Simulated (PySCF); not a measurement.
H2O2, SMILES OO. Heavy atoms are numbered as in [OH:1][OH:2]. Hydrogens are named by the atom that carries them.

Geometry: B3LYP-D3(BJ)/def2-TZVP. A frequency run showed that this geometry is not a minimum.

Computed with PBE/pcSseg-2 run with PySCF.

GIAO shieldings, no solvent; atoms alike by connectivity are averaged. δ = σ(ref) − σ: ¹⁷O against H2O (σ = 327.5 ppm); ¹H against TMS (σ = 31.47 ppm), references at their B3LYP-D3(BJ)/def2-TZVP geometries, non-relativistic.

**Question.** Estimate the chemical shifts. (Estimate from the structure and the level; the computed values follow.)

**Answer.** 
```
nucleus    atoms  count  δ (ppm)
-------  -------  -----  -------
¹⁷O      O1 (OH)      2    235.2
¹H       H on O1      2     5.52
```
